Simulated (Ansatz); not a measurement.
A made-up structure of Al2H5S (charge +1), singlet:

```
8
angstrom
Al -1.2294 0.8156 -0.7178
S 0.7920 0.4052 -0.5508
Al 0.8044 -1.2570 0.6818
H -2.1553 -0.5057 -1.2016
H -1.1964 2.3072 -0.3239
H 1.3704 1.4938 0.2206
H 1.8057 -0.7520 1.7417
H -0.1913 -2.5071 0.1500
```

It is relaxed with PBE-D4/def2-SVP and then PBE0-D4/def2-TZVP (Ansatz 0.2.0). Atoms count as bonded within 1.22 times the sum of their covalent radii (H–H: 0.88 Å). The end point is not checked to be a true minimum.

(1) Does its bonding change? (A judgement: the text doesn't fix the answer.)

Answers

(1) Computed: No: no bond forms or breaks.

Where it ends: The first stage lowers the energy by 1.48 eV in 9 steps. It ends as Al₂H₅S ([AlH2][SH][AlH2]), total charge +1:
```
atom    x (Å)    y (Å)    z (Å)
 Al1  -1.4529   1.0755  -0.8810
  S2   0.7320   0.3760  -0.5070
 Al3   1.0592  -1.4845   0.8476
  H4  -2.2985  -0.1585  -1.3243
  H5  -1.5718   2.6092  -0.6203
  H6   1.2670   1.3837   0.2078
  H7   2.1365  -1.1697   1.9314
  H8   0.1285  -2.6317   0.3458
```

Labels in which every atom is bracketed show which atoms are joined, not bond orders.

For scale, one of the runs: PBE0-D4/def2-TZVP relaxation, 141 basis functions, launched by `ansatz run in.yaml --threads 2 --pin off --events-out ev --progress --plain --max-ram 4352MiB`. The run took about 13 s on 2 CPU threads of an Intel Xeon 6975P-C (shared host).
